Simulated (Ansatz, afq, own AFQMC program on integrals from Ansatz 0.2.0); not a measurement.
# Atomization energy of AlSiH, triplet

```xyz
3

Si    0.0000   -0.0360    1.1654
Al    0.0000   -0.0118   -1.2249
H     0.0000    1.3177    0.3154
```

Connectivity, by distances: SiH–Al.

Atoms in their ground-state spins without spin–orbit coupling (mostly on UHF) minus the molecule (UHF), without zero-point energy. The geometry is a stationary point, not shown to be a minimum.

Basis 6-31G. Noble-gas cores (and the filled d shells of Ga–Kr and In–Xe) are frozen. Ansatz 0.2.0 and our own AFQMC program on the same integrals; the CISD trial comes from CCSD amplitudes, and released means the phaseless constraint is let go. Uncertainties: one standard error, sampling alone. The errors of all members are added in quadrature.

Full CI on the same integrals is exact in this basis and with this determinant's frozen core.

Errors are counted within 6-31G, not against nature.

Cautions: AlSiH (triplet): the released energies have errors that jump between times, so the bars are unsure, so no released level is given (meV from the phaseless value at times in 1/Eh: -2.6 ± 0.8 at 0.24, -5.2 ± 0.6 at 0.51, -7.7 ± 0.5 at 0.99, -5 ± 7 at 1.62, -12.1 ± 0.5 at 2.40), its ph-AFQMC/CISD value lies 15.8 ± 0.7 meV above full CI.

Reference (full CI): 4.036 eV.

| level | atomization energy (eV) | error against FCI (eV) |
| --- | --- | --- |
| HF | 2.901 | -1.135 |
| MP2 | 3.782 | -0.254 |
| CCSD | 3.937 | -0.099 |
| CCSD(T) | 4.007 | -0.029 |
| ph-AFQMC/HF | 4.030 ± 0.022 | -0.006 ± 0.022 |
| ph-AFQMC/CISD | 4.021 ± 0.0007 | -0.015 ± 0.0007 |

Correlation beyond CCSD(T) adds 0.029 eV. The perturbative (T) step is worth +0.070 eV.

A walk keeps the symmetry of its determinant, which the program's search chose and which needn't be the lowest solution, so a lower state of the same spin and another symmetry isn't excluded.
